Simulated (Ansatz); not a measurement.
Reaction: H2SO4 (SMILES O=S(=O)(O)O) → HO (SMILES [OH], doublet) + HSO3 (SMILES O[S](=O)=O, doublet) (the O-S bond breaks)
Each species at its own B3LYP-D3(BJ)/def2-TZVP minimum (Ansatz, a first-principles code), one conformer.

Total energies in hartree (Ansatz). Radicals and triplets start from unrestricted determinants; spin-orbit coupling is neglected. Cores are frozen in correlated methods. No relativity.

```csv
species,HF/cc-pV(T+d)Z,CCSD(T)/cc-pV(T+d)Z,HF/cc-pV(Q+d)Z,CCSD(T)/cc-pV(Q+d)Z,CCSD(T)/cc-pV(D+d)Z,CCSDT(Q)/cc-pV(D+d)Z
1: H2SO4 (SMILES O=S(=O)(O)O),-698.27025,-699.45644,-698.30132,-699.58004,-699.02988,-699.03338
"2: HO (SMILES [OH], doublet)",-75.41896,-75.63769,-75.42557,-75.66159,-75.55935,-75.55979
"3: HSO3 (SMILES O=[S](=O)O, doublet)",-622.74072,-623.66822,-622.76551,-623.76440,-623.33683,-623.34070
```

Work out the bond dissociation energy (electronic) in kJ/mol: take Hartree-Fock from cc-pV(Q+d)Z, extrapolate the CCSD(T) correlation energy as X^-3 (X = 3, 4), and add CCSDT(Q) - CCSD(T) in cc-pV(D+d)Z. 1 hartree = 2625.5 kJ/mol.


Species 1: correlation (64·(-1.27872) - 27·(-1.18619))/37 = -1.34624; step -0.00350; E1 = -698.30132 + (-1.34624) + (-0.00350) = -699.65106
Species 2: correlation (64·(-0.23602) - 27·(-0.21873))/37 = -0.24864; step -0.00044; E2 = -75.42557 + (-0.24864) + (-0.00044) = -75.67465
Species 3: correlation (64·(-0.99889) - 27·(-0.92750))/37 = -1.05099; step -0.00387; E3 = -622.76551 + (-1.05099) + (-0.00387) = -623.82037
-1·E1 +1·E2 +1·E3 = 0.15604 hartree = 409.7 kJ/mol.
